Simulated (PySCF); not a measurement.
Gas-phase reaction: 2 (CH3)3Si = 2 SiH2 + 2 C3H4 (allene) + 3 H2

Computed with PySCF (xtb for GFN2) and rigid-rotor harmonic-oscillator thermochemistry at 1 bar. † marks an energy on the PBE0/def2-TZVP geometry and frequencies; other levels use their own. MP2 and CCSD(T) freeze the core. Open shells (unrestricted): (CH3)3Si (multiplicity 2); the rest are closed-shell singlets. GFN2 has no spin-polarisation term. (CH3)3Si: computed as isolated molecules; such fragments, hydroxides, amides, oligomers or adducts are transient or little studied in the gas. MP2 isn't extrapolated to the basis-set limit; its ΔH°(298 K) is 903.5 kJ in def2-SVP and 923.1 kJ in def2-TZVPP. CCSD(T) isn't extrapolated to the basis-set limit. The harmonic model lacks anharmonicity and excited electronic states, which grow with temperature; levels with a mode under 35 cm⁻¹ are left out. Internal rotation in (CH3)3Si is treated as a harmonic vibration of one conformer, which makes the entropy rough.

ΔH° and ΔS° at 298 K: CCSD(T)/def2-SVP† 820 kJ, 616 J/K; GFN2-xTB 596 kJ, 605 J/K; M06-2X/def2-TZVP† 870 kJ, 616 J/K; MP2/def2-TZVPP† 923 kJ, 616 J/K; PBE0/def2-TZVP 934 kJ, 616 J/K.

Task: With the heat capacities included, give log10 K (1 bar) at 500, 1400, 1800, 2000, 2500 K from CCSD(T)/def2-SVP†, GFN2-xTB, M06-2X/def2-TZVP†, MP2/def2-TZVPP†, PBE0/def2-TZVP.

Result: 
```
T (K)  CCSD(T)/def2-SVP†  GFN2-xTB  M06-2X/def2-TZVP†  MP2/def2-TZVPP†  PBE0/def2-TZVP
-----  -----------------  --------  -----------------  ---------------  --------------
500                -53.3     -30.4              -58.5            -64.0           -65.2
1400                 2.0      10.1                0.1             -1.9            -2.3
1800                 8.6      15.0                7.1              5.6             5.3
2000                10.9      16.6                9.5              8.2             7.9
2500                14.8      19.5               13.8             12.7            12.4
```
